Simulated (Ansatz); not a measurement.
Predict the output of the script below (the Ansatz DFT code, driven from Python).

The script, `bend_h2s3.py`:
```python
"""Energy of H2S3 against one bond angle."""

import ansatz as az
from ase import Atoms

atoms = Atoms(["S", "S", "S", "H", "H"], positions=[
    [-1.519, -0.7571, 0.076],
    [-0.4091, 0.7907, 0.8263],
    [1.47, 0.0482, 0.79],
    [-1.3237, -0.4677, -1.2486],
    [1.8316, 0.3122, -0.4852],
])

# relax first, so that the scan starts from a minimum
first = (
    az.Crystal.molecule_from_ase(atoms).calculation()
    .basis(gaussian="def2-SVP")
    .functional("hf")
    .relax(force_tolerance=0.02, max_steps=80)
)
atoms.positions = first.run().report["positions_ang"]

rows = []
for angle in [85, 95, 105, 115, 125, 140, 160]:
    bent = atoms.copy()
    bent.set_angle(1, 0, 3, angle, indices=[3])
    calculation = az.Crystal.molecule_from_ase(bent).calculation().basis(gaussian="def2-SVP").functional("hf")
    rows.append((angle, calculation.run().report["free_energy_ev"]))
floor = min(e for _, e in rows)
for angle, e in rows:
    print(f"angle S1-S0-H3 = {angle:3d} deg   {1000 * (e - floor):9.1f} meV")
```

```console
$ python bend_h2s3.py
angle S1-S0-H3 =  85 deg       155.9 meV
angle S1-S0-H3 =  95 deg         0.0 meV
angle S1-S0-H3 = 105 deg        31.9 meV
angle S1-S0-H3 = 115 deg       231.2 meV
angle S1-S0-H3 = 125 deg       579.8 meV
angle S1-S0-H3 = 140 deg      1344.3 meV
angle S1-S0-H3 = 160 deg      2682.9 meV
```

The scan is rigid, and the energies are electronic, in a modest basis. The zero is the lowest point of the grid, which needn't be the minimum. Run time: 8.2 s on 1 thread of Arm Neoverse V1, with other jobs on the host, peak memory 0.19 GiB.
